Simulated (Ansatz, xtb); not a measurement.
**Two conformers of FH2SSi−**

We compare X, `F[SiH-]S`, a singlet, with Y, `F[SiH-]S`, a singlet. Both are isolated ions in the gas phase, relaxed with PBE0-D3(BJ)/def2-SVPD.

X (Å):

| atom | x (Å) | y (Å) | z (Å) |
| --- | --- | --- | --- |
| F | 0.1945 | -2.1305 | -0.0398 |
| S | -0.8732 | 0.5611 | -1.1817 |
| Si | 0.3505 | -0.4805 | 0.4504 |
| H | -0.9173 | -0.4728 | 1.3436 |
| H | 0.1670 | 0.9512 | -1.9509 |

Y (Å):

```xyz
5

F     1.3593    0.3988   -0.4096
S    -1.3824    0.3495    1.0601
Si   -0.1316   -0.4267   -0.6983
H    -0.7140   -0.1627    2.1207
H     0.2836   -1.7165    0.0544
```

Q: Which of the two would you expect CCSD(T)/def2-SVPD + ΔMP2/def2-TZVPPD electronic energies to favour?

A: Not settled: CCSD(T)/def2-SVPD + ΔMP2/def2-TZVPPD gives E(Y) − E(X) = +1.20 kcal/mol, but this leans on the basis-set step: CCSD(T) alone gives +0.97 kcal/mol.

Level by level:

| level | geometry | E(Y) − E(X) (kcal/mol) | departure from the last row (kcal/mol) | job, with rough time for the two |
| --- | --- | --- | --- | --- |
| PBE0-D3(BJ)/def2-SVPD | PBE0-D3(BJ)/def2-SVPD | +1.22 | +0.02 | optimisation, 95 s |
| HF/def2-SVPD | PBE0-D3(BJ)/def2-SVPD | +0.77 | −0.43 | part of the CCSD(T) run |
| MP2/def2-SVPD | PBE0-D3(BJ)/def2-SVPD | +1.12 | −0.08 | part of the CCSD(T) run |
| CCSD(T)/def2-SVPD | PBE0-D3(BJ)/def2-SVPD | +0.97 | −0.22 | single point |
| CCSD(T)/def2-SVPD + ΔMP2/def2-TZVPPD | PBE0-D3(BJ)/def2-SVPD | +1.20 |  | single point, 49 s |

The largest departure from CCSD(T)/def2-SVPD + ΔMP2/def2-TZVPPD is that of HF/def2-SVPD, 0.43 kcal/mol. Levels run at GFN2-xTB geometries aren't shown. The last row adds to CCSD(T) the change of the MP2 difference between the two basis sets, here +0.22 kcal/mol.

With harmonic frequencies from PBE0-D3(BJ)/def2-SVPD (ideal gas, rigid rotor, one conformer each, 298.15 K, 1 atm): on the last row, ΔE + ΔZPE = +0.97, ΔH = +1.01, ΔG = +0.92 kcal/mol.

The correlated steps freeze 11 core orbitals. Run with Ansatz 0.2.0; the last row on 1 thread of AMD EPYC (Zen 3) on a shared host.
